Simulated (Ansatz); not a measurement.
Geometry optimisation, RKS r2SCANh-D4/def2-SVP (Ansatz).

Input:

```yaml
crystal:
  periodic: [false, false, false]
  atoms:
    - { symbol: Si, position_ang: [0.070336, 0.043815, 0.203841] }
    - { symbol: H, position_ang: [0.332552, 0.105623, 1.630663] }
    - { symbol: F, position_ang: [1.614377, -0.236628, -0.086145] }
    - { symbol: H, position_ang: [-0.402616, 1.267704, -0.467675] }
    - { symbol: O, position_ang: [-0.921182, -1.158443, -0.314896] }
    - { symbol: H, position_ang: [-0.799867, -2.038071, 0.053612] }
basis:
  gaussian: { orbitals: def2-SVP }
hamiltonian:
  xc: r2scanh
  dispersion: d4
relax:
  f_tol: 0.03
  max_steps: 50
output:
  orbitals: {}
```

Command:

```bash
$ ansatz run input.yaml --threads 1 --pin off --max-ram 2048MiB --backend cpu --events-out ev --progress --plain --runs-dir out
```

Task: Where does it end, and by what steps?

Result: It converged. After 5 steps the energy has fallen by 0.224 eV; H2 moved furthest, 0.18 Å.

| step | energy less start (eV) | largest force component (eV/Å) | accepted |
| --- | --- | --- | --- |
| 0 | 0.0000 | 1.202 | yes |
| 1 | -0.2079 | 0.286 | yes |
| 2 | -0.0931 | 1.262 | no |
| 3 | -0.2238 | 0.074 | yes |
| 4 | -0.2242 | 0.032 | yes |
| 5 | -0.2243 | 0.007 | yes |

```xyz
6
Properties=species:S:1:pos:R:3
Si 0.116 0.036 0.219
H 0.164 0.124 1.700
F 1.637 -0.255 -0.258
H -0.350 1.279 -0.426
O -0.886 -1.161 -0.297
H -0.787 -2.039 0.081
```

Time of the run: 8.4 s on 1 thread of Intel(R) Xeon(R) 6975P-C (Granite Rapids) (shared host), peak memory 0.15 GiB.
